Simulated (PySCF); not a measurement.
The numbers are results of B3LYP-D3(BJ)/def2-TZVP in PySCF, not measurements. All species are isolated molecules in the gas phase. B3LYP has the VWN-RPA correlation part, as in Gaussian. Excitations are Tamm–Dancoff values on a coarser integration grid. The basis has no diffuse functions, so Rydberg states are missing or too high.

Reference species (SMILES): `[F][Al]([F])[F]` (neutral, multiplicity 1).

The HOMO comes out as -11.41 eV, the LUMO is -1.92 eV and the T1 excitation (TDA) is 7.89 eV. The HOMO–LUMO gap is 9.49 eV.

After one change: the HOMO rises by 3.94 eV; the LUMO decreases by 0.29 eV; the T1 excitation (TDA) decreases by 3.78 eV; the HOMO–LUMO gap falls by 4.23 eV.

### Question
Name the change that produced these shifts. The new species is one of these.
A) `[I][Al]([I])[I]`
B) `[F][Al]([F])[I]`
C) `[F][Al]([I])[I]`

### Answer
A, `[I][Al]([I])[I]`
